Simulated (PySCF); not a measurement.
# CH2ClF: NMR shifts at several levels of theory, part 2 of 2

PySCF 2.14.0. Atoms count from 0.

## Step 11: NMR shieldings: PBE0/6-31G*

What the job is given:

```
{"job": {"kind": "nmr", "xc": "PBE0", "basis": "6-31G*", "pop": true}, "charge": 0, "multiplicity": 1}
F      0.972312    -0.946272     0.079567
C      0.106063     0.079063    -0.010536
Cl    -1.570248    -0.491840     0.085365
H      0.265360     0.775297     0.825678
H      0.226827     0.583861    -0.980099
```

Method: GIAO PBE0/6-31G* NMR shielding, non-relativistic, gas phase.

The program printed:

```text
coarse grid: 5040 points
cycle   1  E = -598.9831499534  dE =  2.461e-01  |g| = 5.069e-01  |ddm| = 1.993e+00
cycle   2  E = -598.9368125705  dE =  4.634e-02  |g| = 7.358e-01  |ddm| = 8.681e-01
cycle   3  E = -599.0326395405  dE = -9.583e-02  |g| = 3.151e-02  |ddm| = 4.784e-01
cycle   4  E = -599.0328663742  dE = -2.268e-04  |g| = 1.285e-02  |ddm| = 5.756e-02
cycle   5  E = -599.0329098044  dE = -4.343e-05  |g| = 4.056e-03  |ddm| = 2.087e-02
cycle   6  E = -599.0329136669  dE = -3.862e-06  |g| = 8.163e-04  |ddm| = 4.183e-03
final grid: 45304 points
cycle   7  E = -599.0197188753  dE = -8.119e-06  |g| = 5.314e-03  |ddm| = 9.867e-03
cycle   8  E = -599.0197145925  dE =  4.283e-06  |g| = 7.417e-03  |ddm| = 7.956e-03
cycle   9  E = -599.0197244886  dE = -9.896e-06  |g| = 3.797e-04  |ddm| = 4.382e-03
cycle  10  E = -599.0197245241  dE = -3.556e-08  |g| = 5.745e-05  |ddm| = 5.131e-04
cycle  11  E = -599.0197245246  dE = -5.045e-10  |g| = 2.169e-05  |ddm| = 6.206e-05
converged SCF energy = -599.0197245246

GIAO shielding tensors (ppm)
atom      isotropic    diamagn.    paramagn.     s11        s22        s33       span
  0 F      370.494     468.952     -98.458    312.776    330.554    468.153    155.377
  1 C      105.059     244.514    -139.456     63.639    104.381    147.156     83.517
  2 Cl     783.678    1145.010    -361.332    495.991    810.725   1044.318    548.327
  3 H       26.256      27.636      -1.381     20.839     26.882     31.046     10.208
  4 H       26.254      27.636      -1.382     20.836     26.880     31.047     10.211
```

Run time: 2.3 s. Hardware: 1 thread, shared host.

Key values: δ C1 89.1, F0 -171.6, Cl2 146, H3 5.71 ppm (means over like atoms).

## Step 12: Nuclear shieldings: PBE0/6-311+G(2d,p)

What the job is given:

```
{"job": {"kind": "nmr", "xc": "PBE0", "basis": "6-311+G(2d,p)", "pop": true}, "charge": 0, "multiplicity": 1}
F      0.972312    -0.946272     0.079567
C      0.106063     0.079063    -0.010536
Cl    -1.570248    -0.491840     0.085365
H      0.265360     0.775297     0.825678
H      0.226827     0.583861    -0.980099
```

Method: GIAO PBE0/6-311+G(2d,p) NMR shielding, non-relativistic, gas phase.

The program printed:

```text
coarse grid: 5040 points
cycle   1  E = -599.0523247870  dE =  2.207e-01  |g| = 4.817e-01  |ddm| = 1.668e+00
cycle   2  E = -599.0058811503  dE =  4.644e-02  |g| = 7.255e-01  |ddm| = 6.564e-01
cycle   3  E = -599.0931860415  dE = -8.730e-02  |g| = 3.717e-02  |ddm| = 3.592e-01
cycle   4  E = -599.0933393873  dE = -1.533e-04  |g| = 2.355e-02  |ddm| = 4.513e-02
cycle   5  E = -599.0934478824  dE = -1.085e-04  |g| = 4.766e-03  |ddm| = 2.113e-02
cycle   6  E = -599.0934527358  dE = -4.853e-06  |g| = 1.315e-03  |ddm| = 3.977e-03
final grid: 45304 points
cycle   7  E = -599.1070250959  dE = -2.304e-05  |g| = 3.740e-03  |ddm| = 1.602e-02
cycle   8  E = -599.1070239617  dE =  1.134e-06  |g| = 4.719e-03  |ddm| = 4.637e-03
cycle   9  E = -599.1070277896  dE = -3.828e-06  |g| = 6.773e-04  |ddm| = 2.346e-03
cycle  10  E = -599.1070278621  dE = -7.244e-08  |g| = 1.037e-04  |ddm| = 5.038e-04
cycle  11  E = -599.1070278635  dE = -1.467e-09  |g| = 3.681e-05  |ddm| = 7.550e-05
cycle  12  E = -599.1070278638  dE = -2.792e-10  |g| = 1.126e-05  |ddm| = 3.567e-05
converged SCF energy = -599.1070278638

GIAO shielding tensors (ppm)
atom      isotropic    diamagn.    paramagn.     s11        s22        s33       span
  0 F      361.555     465.702    -104.147    290.111    328.687    465.869    175.758
  1 C       93.131     245.572    -152.441     50.842     91.227    137.325     86.483
  2 Cl     754.226    1144.635    -390.409    450.872    778.493   1033.314    582.442
  3 H       25.614      29.142      -3.528     20.114     26.337     30.390     10.276
  4 H       25.612      29.141      -3.529     20.111     26.334     30.391     10.280
```

It took 3.9 s on 1 thread, shared host.

Key values: δ C1 93.3, F0 -186.8, Cl2 194, H3 5.90 ppm (means over like atoms).

## Step 13: Nuclear shieldings: PBE0/def2-SVP

What the job is given:

```
{"job": {"kind": "nmr", "xc": "PBE0", "basis": "def2-SVP", "pop": true}, "charge": 0, "multiplicity": 1}
F      0.972312    -0.946272     0.079567
C      0.106063     0.079063    -0.010536
Cl    -1.570248    -0.491840     0.085365
H      0.265360     0.775297     0.825678
H      0.226827     0.583861    -0.980099
```

Level: GIAO PBE0/def2-SVP NMR shielding, non-relativistic, gas phase.

The program printed:

```text
coarse grid: 5040 points
cycle   1  E = -598.6800562420  dE =  2.178e-01  |g| = 5.062e-01  |ddm| = 2.081e+00
cycle   2  E = -598.6329375282  dE =  4.712e-02  |g| = 7.284e-01  |ddm| = 8.694e-01
cycle   3  E = -598.7290837273  dE = -9.615e-02  |g| = 3.191e-02  |ddm| = 5.037e-01
cycle   4  E = -598.7292689654  dE = -1.852e-04  |g| = 1.246e-02  |ddm| = 4.734e-02
cycle   5  E = -598.7293011934  dE = -3.223e-05  |g| = 4.284e-03  |ddm| = 1.805e-02
cycle   6  E = -598.7293055170  dE = -4.324e-06  |g| = 7.600e-04  |ddm| = 4.268e-03
final grid: 45304 points
cycle   7  E = -598.7926140501  dE = -9.884e-06  |g| = 4.505e-03  |ddm| = 1.024e-02
cycle   8  E = -598.7926113877  dE =  2.662e-06  |g| = 6.057e-03  |ddm| = 7.311e-03
cycle   9  E = -598.7926181677  dE = -6.780e-06  |g| = 4.288e-04  |ddm| = 3.962e-03
cycle  10  E = -598.7926182075  dE = -3.977e-08  |g| = 4.879e-05  |ddm| = 5.373e-04
cycle  11  E = -598.7926182078  dE = -3.188e-10  |g| = 2.050e-05  |ddm| = 4.495e-05
converged SCF energy = -598.7926182078

GIAO shielding tensors (ppm)
atom      isotropic    diamagn.    paramagn.     s11        s22        s33       span
  0 F      379.904     467.631     -87.727    330.841    336.918    471.954    141.113
  1 C      103.458     240.416    -136.959     59.815    103.804    146.755     86.941
  2 Cl     814.833    1145.074    -330.241    553.817    848.593   1042.089    488.272
  3 H       25.784      28.037      -2.253     20.290     26.307     30.755     10.465
  4 H       25.782      28.037      -2.254     20.287     26.305     30.755     10.468
```

It took 2.2 s on 1 thread, shared host.

This run: δ C1 90.3, F0 -165.3, Cl2 154, H3 5.56 ppm (means over like atoms).

## Step 14: Shielding tensors: PBE0/def2-TZVP

What the job is given:

```
{"job": {"kind": "nmr", "xc": "PBE0", "basis": "def2-TZVP", "pop": true}, "charge": 0, "multiplicity": 1}
F      0.972312    -0.946272     0.079567
C      0.106063     0.079063    -0.010536
Cl    -1.570248    -0.491840     0.085365
H      0.265360     0.775297     0.825678
H      0.226827     0.583861    -0.980099
```

Level: GIAO PBE0/def2-TZVP NMR shielding, non-relativistic, gas phase.

The program printed:

```text
coarse grid: 5040 points
cycle   1  E = -599.0786110320  dE =  2.357e-01  |g| = 4.824e-01  |ddm| = 1.555e+00
cycle   2  E = -599.0325079246  dE =  4.610e-02  |g| = 7.311e-01  |ddm| = 6.100e-01
cycle   3  E = -599.1199684164  dE = -8.746e-02  |g| = 3.518e-02  |ddm| = 3.404e-01
cycle   4  E = -599.1201456653  dE = -1.772e-04  |g| = 2.068e-02  |ddm| = 4.202e-02
cycle   5  E = -599.1202233731  dE = -7.771e-05  |g| = 4.468e-03  |ddm| = 1.694e-02
cycle   6  E = -599.1202272189  dE = -3.846e-06  |g| = 1.639e-03  |ddm| = 3.630e-03
final grid: 45304 points
cycle   7  E = -599.1224074042  dE = -3.097e-05  |g| = 4.257e-03  |ddm| = 1.941e-02
cycle   8  E = -599.1224064131  dE =  9.911e-07  |g| = 4.943e-03  |ddm| = 4.659e-03
cycle   9  E = -599.1224102065  dE = -3.793e-06  |g| = 8.959e-04  |ddm| = 2.475e-03
cycle  10  E = -599.1224103209  dE = -1.144e-07  |g| = 9.219e-05  |ddm| = 5.263e-04
cycle  11  E = -599.1224103224  dE = -1.500e-09  |g| = 2.173e-05  |ddm| = 8.367e-05
cycle  12  E = -599.1224103224  dE = -8.617e-11  |g| = 6.189e-06  |ddm| = 1.756e-05
converged SCF energy = -599.1224103224

GIAO shielding tensors (ppm)
atom      isotropic    diamagn.    paramagn.     s11        s22        s33       span
  0 F      362.968     466.315    -103.347    293.054    329.886    465.965    172.911
  1 C       91.959     239.494    -147.535     48.883     89.622    137.373     88.489
  2 Cl     741.084    1145.221    -404.137    428.911    766.095   1028.245    599.334
  3 H       25.619      27.776      -2.158     20.106     26.325     30.425     10.319
  4 H       25.617      27.776      -2.159     20.103     26.323     30.426     10.323
```

Run time: 4.4 s. Hardware: 1 thread, shared host.

Key values: δ C1 94.7, F0 -184.1, Cl2 192, H3 5.86 ppm (means over like atoms).

## Step 15: Side by side: NMR shifts

Shifts (ppm), means over like atoms, with basis size and wall time (the measured row can stand on another reference than the computed rows):

```tsv
run	C1	H3	F0	Cl2	functions	time
WP04/pcSseg-2	101.5	5.81	-176.8	195	143	4.8 s
B97-2/pcSseg-2	96.8	5.91	-182.2	188	143	4.4 s
BHandHLYP/pcSseg-2	93.3	5.75	-170.3	181	143	4.4 s
CAM-B3LYP/pcSseg-2	97.5	5.90	-178.2	204	143	5.8 s
wB97X-D/pcSseg-2	96.4	5.81	-179.3	187	143	5.6 s
LC-wPBE/pcSseg-2	96.2	5.75	-172.2	188	143	8.1 s
PBE0/STO-3G	75.6	3.74	-112.1	37	21	1 s
PBE0/6-31G	90.4	5.82	-183.3	149	35	2 s
PBE0/6-31G*	89.1	5.71	-171.6	146	50	2.3 s
PBE0/6-311+G(2d,p)	93.3	5.90	-186.8	194	101	3.9 s
PBE0/def2-SVP	90.3	5.56	-165.3	154	56	2.2 s
PBE0/def2-TZVP	94.7	5.86	-184.1	192	111	4.4 s
measured	–	–	-168.7	–	–	–
```

Measured: G. Saielli, R. Bini, A. Bagno, Computational 19F NMR. 2. Organic compounds, RSC Adv. 2014, ESI (exp. from Berger-Braun-Kalinowski 1994 and Everett 1995).

## Step 16: What came out

What follows sums up all 2 parts.

| quantity | value |
| --- | --- |
| point group | Cs |
| rotational constants (main isotopes) | 42.93, 5.68, 5.18 GHz |
| ¹³C shifts against TMS (WP04/pcSseg-2) | 101.5 ppm |
| ¹H shifts against TMS (WP04/pcSseg-2, means over atoms taken as alike) | 5.81 ppm |
| ¹⁹F shifts against CFCl3 (WP04/pcSseg-2) | -176.8 ppm |
| ³⁵Cl shifts against HCl (WP04/pcSseg-2) | 195 ppm |
| measured, and computed on the same scale | F0 δ -168.7, -176.8 ppm |
| range of the shift of Cl2 | 37 to 204 ppm |
| property runs in this session | 12, of which 0 failed and 1 gave unsound results |

Single values in the summary come from the first run of each kind that ended normally (WP04/pcSseg-2), which need not be the best level. The optimisation took 5 steps and gained 0.012 eV; among the close pairs (by a distance rule), F0–C1 changed most, from 1.357 to 1.345 Å. At WP04/pcSseg-2: The widest tensor belongs to Cl2: span 662 ppm, with a paramagnetic part of -445 ppm. The one measured ¹⁹F shift is missed by -8.1 ppm (computed less measured, unscaled). Vibration, temperature and solvent are missing from the calculation, so part of the miss against the measured shifts is not the functional's. In ppm, Cl2 moves most: its shift spreads over 167 ppm, from 37 (PBE0/STO-3G) to 204 (CAM-B3LYP/pcSseg-2). A minimal basis is unusable for shieldings, so that end is no result. For the one measured ¹⁹F shift, BHandHLYP/pcSseg-2 misses least (1.6 ppm, 4.4 s) and PBE0/STO-3G most (56.6 ppm, 1 s). One molecule ranks no method: errors cancel, and vibration and temperature are missing from all runs.
